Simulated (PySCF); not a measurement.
All values below come from CAM-B3LYP-D3(BJ)/def2-TZVP (PySCF). Gas-phase values, no solvent. 

Reference species (SMILES): `[F]` (neutral, multiplicity 2).

| Quantity | Result |
|---|---|
| highest occupied spin orbital | -14.14 eV |

Changed species: `[F][Al][F]` (radical fragment; the reference has radical fragment).

Problem. Give the shifts of the highest occupied spin orbital.

Solution. the highest occupied spin orbital rises by 5.85 eV, to -8.29 eV.
